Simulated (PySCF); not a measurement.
Compound: C3H8S2.
Numbering: `[CH3:1][CH2:2][S:3][S:4][CH3:5]` (hydrogens: H6, H7, H8 on C1; H9, H10 on C2; H11, H12, H13 on C5)

Method used: TDDFT CAM-B3LYP/def2-SVPD, vertical, gas phase, core orbitals frozen in the response (PySCF 2.14.0, density-fitted response routines). Isolated species at its PBE0-D3(BJ)/def2-SVP geometry (one conformer only). Torsions of this conformer, `[CH3:1][CH2:2][S:3][S:4][CH3:5]`: C1–C2–S3–S4 -63°, C2–S3–S4–C5 -86°.

Frontier orbitals with the atoms that hold most of them (Löwdin shares over 4%, at most four atoms; ? is withheld):

| orbital | ε (eV) | atoms |
| --- | --- | --- |
| LUMO+2 | 1.55 | S4 38%, S3 19%, C1 8%, C5 6% |
| LUMO+1 | 1.15 | S4 21%, S3 16%, C5 12%, C2 8% |
| LUMO | 0.52 | S3 43%, S4 42%, C5 4% |
| HOMO | ? | ? |
| HOMO-1 | -8.25 | ? |
| HOMO-2 | -10.28 | S4 36%, S3 34%, C2 9%, C5 7% |
| HOMO-3 | -11.04 | S3 29%, C1 17%, S4 15%, C2 13% |

**Question.** Give the leading atoms of the HOMO-1.

**Answer.** S3 (bonded to C and S) 43%; S4 (bonded to C and S) 34%; C2 (bonded to C, S and 2 H) 8%; C5 (bonded to S and 3 H) 8%. By element: sulfur 77%, carbon 16% or more.

**Question.** Give the leading atoms of the HOMO.

**Answer.** S4 (bonded to C and S) 42%; S3 (bonded to C and S) 37%; C5 (bonded to S and 3 H) 8%; C2 (bonded to C, S and 2 H) 6%. By element: sulfur 79%, carbon 14% or more.

**Question.** What is the HOMO energy, and the HOMO–LUMO gap?

**Answer.** ε(HOMO) = -8.06 eV; the gap is 8.58 eV (0.3155 hartree).

**Question.** The HOMO–LUMO gap is 8.58 eV. Where does the response calculation put the lowest singlet, and from which orbitals?

**Answer.** S1 is at 4.84 eV (f = 0.0093), 3.74 eV below the gap, made of HOMO→LUMO (88%). 

**Question.** Give energy, strength and leading configuration of S1 and S2, and follow the Löwdin shares of the leading atoms from the occupied to the empty orbital.

**Answer.** 
- S1 (4.84 eV, f 0.0093), HOMO→LUMO (88%): S4 42% → 42%, S3 37% → 43%
- S2 (4.99 eV, f 0.0021), HOMO-1→LUMO (88%): S3 43% → 43%, S4 34% → 42%
